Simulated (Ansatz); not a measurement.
# Br3Ru: the cost of one run

Method: UKS PBE0-D4/def2-SVP; program: Ansatz 0.2.0, Gaussian basis.

Levels to be run: a search for the lowest solution at PBE0-D4/def2-SVP; a single point at PBE0-D4/def2-TZVP.

7 further runs of the same task are left out: 2 for a known fault of the program, 1 that didn't finish, 4 set aside as unsound or not needed.

**1. The relaxed structure**

The geometry is that of the doublet, from an earlier relaxation (r2SCAN-D4/def2-SVP). At that level it is the lowest of the isomers that a small search found.

4 atoms, charge 0, spin multiplicity 2.

Atoms are counted from 1 here; the program's logs count them from 0.

Bond lengths: Ru1–Br2 2.347 Å, Ru1–Br3 2.347 Å, Ru1–Br4 2.347 Å. Angles: Br2–Ru1–Br3 118.8°, Br2–Ru1–Br4 118.7°, Br3–Ru1–Br4 118.7°.

Coordinates:

```xyz
4
Br3Ru
Ru    0.1271    0.0455   -0.1466
Br    1.0669   -2.0404    0.3782
Br    0.6284    1.8862    1.2209
Br   -1.8224    0.1087   -1.4525
```

Ru takes a core potential in the def2 sets. No spin-orbit coupling is included.

Bonds by kind at the end (by distance):

| bond | count | shortest (Å) | longest (Å) |
| --- | --- | --- | --- |
| Br–Ru | 3 | 2.347 | 2.347 |

**2. Searching for the lowest solution, PBE0-D4/def2-SVP**

start.molden holds the orbitals of an earlier run on this state, given as this run's starting guess.

Input file in.yaml:

```yaml
crystal:
  periodic: [false, false, false]
  atoms:
    - {symbol: Ru, position_ang: [0.127103, 0.045514, -0.146638]}
    - {symbol: Br, position_ang: [1.066877, -2.040393, 0.378183]}
    - {symbol: Br, position_ang: [0.628377, 1.886185, 1.220936]}
    - {symbol: Br, position_ang: [-1.822356, 0.108694, -1.452481]}
basis:
  gaussian: {orbitals: def2-SVP, initial_orbitals: start.molden}
magnetization: {spin_polarized: true, initial_magnetization: 1}
hamiltonian: {xc: pbe0, dispersion: d4}
output: {orbitals: {seedname: orbitals}}
```

On the command line:

```console
$ ansatz run in.yaml --threads 4 --pin off --events-out ev --progress --plain --max-ram 4787MiB
```

What time and memory should one allow on 4 threads of Arm Neoverse V1, shared host?

About 86 s, with a peak of 0.93 GiB.
